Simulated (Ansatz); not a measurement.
# Relaxing K₂Zn

The calculation used DFT PBE, scalar-relativistic, plane waves, PAW in Ansatz 0.2.0. Cutoff 420 eV, Γ-centred k mesh, Gaussian smearing, no spin polarisation in the final step.

K₂Zn was placed on the CaC2 structure type (I4/mmm, No. 139), with Zn in place of Ca, K in place of C, at a guessed volume.

```yaml
crystal:
  lattice:
    - [-2.41156, 2.41156, 3.95521]
    - [2.41156, -2.41156, 3.95521]
    - [2.41156, 2.41156, -3.95521]
  atoms:
    - { symbol: K, position: [0.59300, 0.59300, 0.00000] }
    - { symbol: K, position: [0.40700, 0.40700, 0.00000] }
    - { symbol: Zn, position: [0.00000, 0.00000, 0.00000] }
```

Cell and atoms relax at zero pressure; the relaxation can't lower the symmetry of the start. After a coarse first stage the cell is made exact in the group found at 0.06 Å.

Energies over the elements count from the elements' standard structures at the same level, with no empirical corrections.

Q: Which crystal results?

A: It keeps I4/mmm (No. 139), but not the shape of the type it started on. Conventional cell: a = 4.279 Å, c = 15.647 Å. Around K lie 4 Zn at 3.67 Å, 5 K at 4.17–4.28 Å and 4 K at 4.74 Å; around Zn lie 8 K at 3.67 Å and 4 Zn at 4.28 Å.

```
K Zn
1.0
    -2.13938    2.13938    7.82349
     2.13938   -2.13938    7.82349
     2.13938    2.13938   -7.82349
K Zn
2 1
Direct
  0.63331 0.63331 0.00000
  0.36669 0.36669 0.00000
  0.00000 0.00000 0.00000
```

Q: What are its volume, energy, density and gap?

A: The volume per atom is 47.74 Å³ and the density is 1.66 g/cm³. The energy over the elements is 0.13 eV/atom and the gap on the 14×14×14 mesh is 0 eV (a metal).

The final run used a 14×14×14 mesh on its 3-atom cell and 0.10 eV smearing. The k mesh leaves about 4 meV/atom of noise in metals. A structure relaxed within its symmetry needn't be a true minimum. The steps took roughly 8 core-minutes in all.